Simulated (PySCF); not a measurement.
Gas-phase reaction: SiH2Cl + Cl → SiHCl + HCl

Energies from PySCF, thermal terms from the rigid-rotor harmonic-oscillator model, ideal gas at 1 bar. † marks an energy on the PBE0/def2-TZVP geometry and frequencies; other levels use their own. 6-31G* has spherical d functions here. Open shells (unrestricted): SiH2Cl (multiplicity 2), Cl (multiplicity 2); the rest are closed-shell singlets. Spin-orbit splitting is ignored; it lowers the true energy and changes the entropy of Cl. SiH2Cl, SiHCl: computed as isolated molecules; such fragments, hydroxides, amides, oligomers or adducts are transient or little studied in the gas.

HF/6-31G* gives ΔH°(298 K) = -55 kJ.

### Question
What do r2SCAN/def2-TZVP†, LDA/def2-TZVP†, BLYP/def2-TZVP† give?

### Answer
r2SCAN/def2-TZVP†: -153 kJ; LDA/def2-TZVP†: -215 kJ; BLYP/def2-TZVP†: -180 kJ. For scale, ΔH°(298 K) is -55 kJ at this level, -193 kJ at ωB97M-V/def2-TZVP†, and runs from -215 to -55 kJ over the 20 levels computed († marks an energy on the PBE0/def2-TZVP geometry).
